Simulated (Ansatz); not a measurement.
in.yaml

```yaml
crystal:
  periodic: [false, false, false]
  atoms:
    - {symbol: Ge, position_ang: [-0.047913, 0.000000, 0.304305]}
    - {symbol: N, position_ang: [0.195038, 0.000001, -1.544631]}
    - {symbol: H, position_ang: [0.709871, -1.259522, 0.807100]}
    - {symbol: H, position_ang: [0.709872, 1.259520, 0.807101]}
    - {symbol: H, position_ang: [-0.677115, 0.000001, -2.080067]}
basis:
  gaussian: {orbitals: STO-3G}
magnetization: {spin_polarized: false}
hamiltonian: {pseudopotentials: {relativity: none}}
correlation: {method: bccd, electrons: outside_noble_gas, diis_vectors: 4}
```

```sh
$ ansatz run in.yaml --threads 1 --pin off --events-out ev --progress --plain --max-ram 2393MiB
```

Log:

```
285 factors; integrals over basis functions are off by at most 2.8e-5 eV
mean field evaluation 1: about -57329.9691 eV, gradient 3.4e1 eV
mean field evaluation 2: about -57329.9942 eV, gradient 3.4e1 eV
mean field evaluation 4: about -57335.6797 eV, gradient 5.0e0 eV
mean field evaluation 8: about -57335.9134 eV, gradient 1.9e-4 eV
mean field evaluation 16: about -57335.6469 eV, gradient 5.0e0 eV
mean field evaluation 32: about -57335.6615 eV, gradient 4.8e0 eV
mean field evaluation 64: about -57333.0434 eV, gradient 2.1e-2 eV
mean field evaluation 96: about -57335.9117 eV, gradient 1.8e-2 eV
mean field -57335.91091099 eV, -2107.0558623026 hartree, gradient 1.1e-6 eV, S^2 0.000000; 6 other end points of the search recorded, 0 dependent functions left out; unrestricted orbitals would lower it
mean field evaluation 128: about -57327.2890 eV, gradient 3.3e1 eV
mean field evaluation 160: about -57338.5712 eV, gradient 2.4e-2 eV
mean field evaluation 192: about -57335.9109 eV, gradient 2.8e-3 eV
mean field evaluation 224: about -57335.0728 eV, gradient 2.5e0 eV
determinant -57335.91091099 eV, -2107.0558623026 hartree, with singles and doubles -57339.92838832 eV, -2107.2035018713 hartree
determinant -57333.04267462 eV, -2106.9504565600 hartree, with singles and doubles -57335.93151103 eV, -2107.0566193402 hartree
unrestricted determinant -57338.57124202 eV, -2107.1536276647 hartree, S^2 1.0114
15 core orbitals not correlated, not the lowest: weight in the atoms' cores, before any rotation towards them, 0.934 or more for the frozen orbitals, at most 0.082 for the correlated occupied ones
reference -57335.91091099 eV, -2107.0558623026 hartree; 6, 6 occupied and 5, 5 virtual orbitals, 285 factors
second order -2.82382096 eV of doubles, -0.00000000 eV of singles
cycle   1  -3.97997929 eV  change    3.7e-2 eV  update   1.8e-2
cycle   2  -3.99325994 eV  change   -1.3e-2 eV  update   8.4e-3
cycle   3  -3.99174707 eV  change    1.5e-3 eV  update   2.7e-3
cycle   4  -3.98954773 eV  change    2.2e-3 eV  update   1.1e-3
cycle   5  -3.98968767 eV  change   -1.4e-4 eV  update   4.2e-4
cycle   6  -3.98976159 eV  change   -7.4e-5 eV  update   1.8e-4
cycle   7  -3.98984703 eV  change   -8.5e-5 eV  update   8.1e-5
cycle   8  -3.98988028 eV  change   -3.3e-5 eV  update   3.4e-5
cycle   9  -3.98987892 eV  change    1.4e-6 eV  update   1.4e-5
WARN: the results are in doubt because among natural orbitals full CI differs from the method by -0.081 eV
Total energy: -57339.90078991 eV, -2107.2024876485 hartree
In doubt: among natural orbitals full CI differs from the method by -0.081 eV
```

Ran on 1 thread of Arm Neoverse V2, shared host: 1 s wall, 0.19 GiB peak host memory.
